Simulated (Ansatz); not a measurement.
**C2H2F2O: small, medium and large basis sets**

One table from this session's results is given with a row withheld; the runs are named, their logs left out.

Program: Ansatz 0.2.0, Gaussian basis. Level of theory: one geometry, several basis sets. These are calculated values, not measurements.

Plan: PBE0-D4/def2-SVP; ωB97M-V/def2-SVP; PBE0-D4/def2-QZVPP; ωB97M-V/def2-QZVPP; the functionals' def2-TZVPP values are taken from earlier runs.

## The relaxed structure

All runs share one geometry, relaxed beforehand with PBE0-D4 in a triple-zeta def2 set.

SMILES `F[C@@H]1O[C@H]1F`, 7 atoms, charge 0, spin multiplicity 1.

Atoms are counted from 1 here; the program's logs count them from 0.

Bond lengths: F1–C2 1.344 Å, C2–O3 1.395 Å, C2–C4 1.447 Å, C2–H6 1.086 Å, O3–C4 1.395 Å, C4–F5 1.344 Å, C4–H7 1.086 Å. Angles: F1–C2–O3 115.3°, F1–C2–C4 120.1°, F1–C2–H6 112.0°, O3–C2–C4 58.8°, O3–C2–H6 116.8°, C4–C2–H6 123.1°, C2–O3–C4 62.5°, C2–C4–O3 58.8°, C2–C4–F5 120.0°, C2–C4–H7 123.1°, O3–C4–F5 115.3°, O3–C4–H7 116.8°, F5–C4–H7 112.0°.

Set-up of the first run:

The input, in.yaml:

```yaml
crystal:
  periodic: [false, false, false]
  atoms:
    - {symbol: F, position_ang: [0.607872, -1.511712, 0.834792]}
    - {symbol: C, position_ang: [0.032041, -0.311147, 0.651495]}
    - {symbol: O, position_ang: [-1.098526, -0.311516, -0.166197]}
    - {symbol: C, position_ang: [0.051267, 0.309627, -0.655034]}
    - {symbol: F, position_ang: [-0.022198, 1.647111, -0.765858]}
    - {symbol: H, position_ang: [-0.032506, 0.255054, 1.576092]}
    - {symbol: H, position_ang: [0.523249, -0.145518, -1.520889]}
basis:
  gaussian: {orbitals: def2-SVP}
hamiltonian: {xc: pbe0, dispersion: d4}
output: {orbitals: {seedname: orbitals}}
```

Started as:

```
$ ansatz run in.yaml --threads 4 --pin off --events-out ev --progress --plain --max-ram 10444MiB
```

Among the steps run: PBE0-D4 in def2-SVP; ωB97M-V in def2-SVP; PBE0-D4 in def2-QZVPP; ωB97M-V in def2-QZVPP.

One table of the session follows, with a row left open; its other results are not shown here.

It belongs to the step «Density functionals: the series». 

| functional | basis | HOMO (eV) | LUMO (eV) |
| --- | --- | --- | --- |
| PBE0-D4 | def2-SVP | -9.05 | 2.27 |
| PBE0-D4 | def2-TZVPP | -9.18 | 1.74 |
| PBE0-D4 | def2-QZVPP | -9.23 | 1.11 |
| ωB97M-V | def2-SVP | ? | ? |
| ωB97M-V | def2-TZVPP | -11.55 | 3.35 |
| ωB97M-V | def2-QZVPP | -11.60 | 2.22 |

**Question.** Estimate the row for ωB97M-V, def2-SVP.

**Answer.** HOMO (eV): -11.40; LUMO (eV): 4.07. In the column «HOMO (eV)» it lies between ωB97M-V, def2-TZVPP (-11.55) and PBE0-D4, def2-QZVPP (-9.23).
